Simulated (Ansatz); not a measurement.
# C3H8S2: the cost of one run

All numbers below are computed with Ansatz 0.2.0 (RKS PBE/def2-SVP).

## 1. The system as given

Bond lengths: C1–S2 1.775 Å, S2–C3 1.827 Å, C3–C4 1.538 Å, C3–S5 1.847 Å, C1–H6 1.138 Å, C1–H7 1.046 Å, C1–H8 1.123 Å, C3–H9 1.031 Å, C4–H10 1.066 Å, C4–H11 1.053 Å, C4–H12 1.149 Å, S5–H13 1.319 Å. Angles (14 of 20 angles, heavy atoms first): C1–S2–C3 98.1°, S2–C3–C4 111.0°, S2–C3–S5 108.3°, C4–C3–S5 105.1°, S2–C1–H6 108.7°, S2–C1–H7 114.0°, S2–C1–H8 108.1°, S2–C3–H9 109.1°, C4–C3–H9 114.6°, S5–C3–H9 108.5°, C3–C4–H10 111.7°, C3–C4–H11 116.5°, C3–C4–H12 106.6°, C3–S5–H13 94.7°.

Structure file:

```xyz
13

C    -1.5927    0.6623    1.0568
S     0.0563    1.2330    0.7299
C     0.3986    0.2039   -0.7408
C     0.7492   -1.2381   -0.3356
S     1.9185    0.8551   -1.5645
H    -2.0590    1.3306    1.8511
H    -1.6453   -0.3375    1.3592
H    -2.2192    0.8655    0.1470
H    -0.3909    0.2844   -1.3991
H     0.9253   -1.8557   -1.1866
H     1.4847   -1.3520    0.4100
H    -0.2005   -1.6883    0.1299
H     2.5955    1.0023   -0.4425
```

## 2. Relaxing end A

input.yaml

```yaml
crystal:
  periodic: [false, false, false]
  atoms:
    - { symbol: C, position_ang: [-1.5927, 0.6623, 1.0568] }
    - { symbol: S, position_ang: [0.0563, 1.233, 0.7299] }
    - { symbol: C, position_ang: [0.3986, 0.2039, -0.7408] }
    - { symbol: C, position_ang: [0.7492, -1.2381, -0.3356] }
    - { symbol: S, position_ang: [1.9185, 0.8551, -1.5645] }
    - { symbol: H, position_ang: [-2.059, 1.3306, 1.8511] }
    - { symbol: H, position_ang: [-1.6453, -0.3375, 1.3592] }
    - { symbol: H, position_ang: [-2.2192, 0.8655, 0.147] }
    - { symbol: H, position_ang: [-0.3909, 0.2844, -1.3991] }
    - { symbol: H, position_ang: [0.9253, -1.8557, -1.1866] }
    - { symbol: H, position_ang: [1.4847, -1.352, 0.41] }
    - { symbol: H, position_ang: [-0.2005, -1.6883, 0.1299] }
    - { symbol: H, position_ang: [2.5955, 1.0023, -0.4425] }
basis:
  gaussian: { orbitals: def2-SVP }
hamiltonian:
  xc: pbe
relax:
  f_tol: 0.015
  max_steps: 40
output:
  orbitals: {}
```

Run with:

```
> ansatz run input.yaml --threads 2 --pin off --max-ram 3072MiB --backend cpu --events-out ev --progress --plain --runs-dir out
```

**Question.** How long does this run take on 2 threads of Intel Xeon 6975P-C (Granite Rapids), shared host, and how much memory does it need?

About 11 s, with a peak of 0.18 GiB.
